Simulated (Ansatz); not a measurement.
Run this with Ansatz's Python interface and show what comes out.

The script, `opt.py`:
```python
import ansatz as az
from ase import Atoms
import numpy as np

atoms = Atoms(["C", "C", "O", "C", "C", "C", "H", "H", "H", "H", "H", "H"], positions=[
    (1.069, -0.7246, -0.1311),
    (1.5057, 0.4941, 0.1932),
    (0.6038, 1.5404, 0.4123),
    (-0.7789, 1.3601, 0.3031),
    (-1.287, 0.1686, -0.0177),
    (-0.4013, -1.0239, -0.274),
    (1.7846, -1.5202, -0.2963),
    (2.5676, 0.679, 0.2887),
    (-1.4398, 2.1982, 0.4814),
    (-2.3604, 0.0512, -0.0969),
    (-0.5911, -1.394, -1.3033),
    (-0.6722, -1.829, 0.4407),
])
molecule = az.Crystal.molecule_from_ase(atoms)

model = (
    molecule.calculation()
    .basis(gaussian="def2-SVP")
    .functional("CAM-B3LYP")
)
symbols = [site.symbol for site in molecule.cartesian_sites]
start = np.array([site.position_ang for site in molecule.cartesian_sites], dtype=float)
r = model.relax(force_tolerance=0.01, max_steps=100).run(threads=1).report
end = np.array(r["positions_ang"])

for key in ("converged", "free_energy_ev", "reference_energy_ev", "n_frozen", "n_occupied", "n_virtual"):
    print(f"{key:22s} {r[key]}")

print("final positions (A) and the move of each atom")
for symbol, xyz, old in zip(symbols, end, start):
    print(f"{symbol:2s} {xyz[0]:10.5f} {xyz[1]:10.5f} {xyz[2]:10.5f}   {np.linalg.norm(xyz - old):7.4f}")

charges = r["charge_distribution"]
dipole = np.array(charges["dipole_moment_e_ang"]) * 4.803205
print("dipole (D): {:.3f} {:.3f} {:.3f}, length {:.3f}".format(*dipole, np.linalg.norm(dipole)))
print("atom  Mulliken   Lowdin")
for symbol, m, l in zip(symbols, charges["mulliken_charges_e"], charges["lowdin_charges_e"]):
    print(f"{symbol:4s} {m:9.3f} {l:8.3f}")
```

Running `python opt.py` prints:
```text
converged              True
free_energy_ev         -7319.403297416079
reference_energy_ev    -7319.403297416079
n_frozen               0
n_occupied             [22, 22]
n_virtual              [92, 92]
final positions (A) and the move of each atom
C     1.03389   -0.71946   -0.13145    0.0355
C     1.44169    0.50588    0.19309    0.0651
O     0.61310    1.56413    0.41863    0.0263
C    -0.72340    1.32663    0.29735    0.0651
C    -1.25742    0.14917   -0.02120    0.0356
C    -0.42080   -1.07355   -0.28732    0.0550
H     1.79432   -1.48717   -0.28759    0.0355
H     2.48818    0.78943    0.31261    0.1381
H    -1.30556    2.22766    0.49500    0.1381
H    -2.34507    0.08207   -0.08849    0.0355
H    -0.61996   -1.47036   -1.30056    0.0817
H    -0.69897   -1.89453    0.40001    0.0816
dipole (D): -0.288 -0.734 -0.196, length 0.813
atom  Mulliken   Lowdin
C       -0.148   -0.082
C        0.140   -0.030
O       -0.257    0.142
C        0.140   -0.030
C       -0.148   -0.082
C        0.182    0.029
H        0.007    0.017
H        0.017    0.003
H        0.017    0.003
H        0.007    0.017
H        0.021    0.006
H        0.021    0.006
```

Total energies depend on the basis set; only differences at equal settings carry meaning. The end point is the stationary point reached from this start; no frequency run checks that it is a minimum, and the basis set is modest. The Löwdin charges here are taken after orthogonalising the functions within each atom; they differ from plain Löwdin charges, and their signs can be unphysical. The whole script took 42 s on 1 thread of Arm Neoverse V1, with other jobs on the host, peak memory 0.39 GiB.

(Lines on the test bed's own set-up are left out of the output.)
